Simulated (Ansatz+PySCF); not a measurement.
Two shapes of singlet C₃H₄.

Shape 1:

```xyz
7

C     0.0000    0.0000   -1.3078
C     0.0000    0.0000    0.0000
C     0.0000    0.0000    1.3078
H     0.0000   -0.9368   -1.8749
H     0.0000    0.9368   -1.8749
H    -0.9368    0.0000    1.8749
H     0.9368    0.0000    1.8749
```

Shape 2:

```xyz
7

C    -0.0107   -0.0158   -1.2616
C     0.0396   -0.0211    0.0221
C    -0.0007   -0.0471    1.3245
H    -0.0409   -0.9622   -1.8614
H     0.0329    0.9375   -1.8373
H    -0.9202    0.0108    1.8290
H     0.9266    0.0472    1.8879
```

Basis set: def2-SVP (spherical functions). Left uncorrelated: 3 orbitals. Charge 0, multiplicity 1.

Computed with Ansatz (development build ahead of 0.2.0); each method stands on the lowest determinant of its kind that the runs found.

**Question.** Which shape is lower in energy, and by how much in each method?

**Answer.**

```json
{"method": "RHF", "E(2) − E(1) (eV)": "0.094"}
{"method": "UHF-MP2", "E(2) − E(1) (eV)": "0.123"}
{"method": "RHF-CCSD(T)", "E(2) − E(1) (eV)": "0.135"}
{"method": "PBE0 (unrestricted)", "E(2) − E(1) (eV)": "0.106"}
{"method": "ωB97X (unrestricted)", "E(2) − E(1) (eV)": "0.108"}
```

Shape 1 is lower.
